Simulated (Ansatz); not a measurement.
# How methods differ on SiH2F2 (SMILES F[SiH2]F)

SiH2F2: 5 atoms, total charge 0, spin state singlet. As SMILES, `F[SiH2]F`. The shape was relaxed beforehand at wB97X-V/def2-SVP.

Each level gives the adiabatic ionisation energy (to the doublet cation, shapes relaxed at wB97X-V/def2-SVP, no zero-point term) (eV). The values are calculated.

```json
{"level": "HF/def2-TZVPP", "kind": "Hartree–Fock", "program": "Ansatz", "value (eV)": "11.66", "CPU time (all runs)": "3.1 s"}
{"level": "PBE/def2-TZVPP", "kind": "GGA", "program": "Ansatz", "value (eV)": "11.77", "CPU time (all runs)": "5 s"}
{"level": "r2SCAN/def2-TZVPP", "kind": "meta-GGA", "program": "Ansatz", "value (eV)": "11.90", "CPU time (all runs)": "12 s"}
{"level": "B3LYP/def2-TZVPP", "kind": "global hybrid", "program": "Ansatz", "value (eV)": "12.14", "CPU time (all runs)": "7.2 s"}
{"level": "PBE0-D4/def2-TZVPP", "kind": "global hybrid", "program": "Ansatz", "value (eV)": "12.03", "CPU time (all runs)": "6.3 s"}
{"level": "wB97M-V/def2-TZVPP", "kind": "range-separated hybrid", "program": "Ansatz", "value (eV)": "12.18", "CPU time (all runs)": "22 s"}
{"level": "MP2/def2-TZVPP", "kind": "perturbation theory", "program": "Ansatz", "value (eV)": "12.24", "CPU time (all runs)": "5.3 s"}
```

The values span 11.66 to 12.24 eV. Times are those of the runs behind each value, whatever else they computed, on shared processors of several kinds: orders of magnitude only.
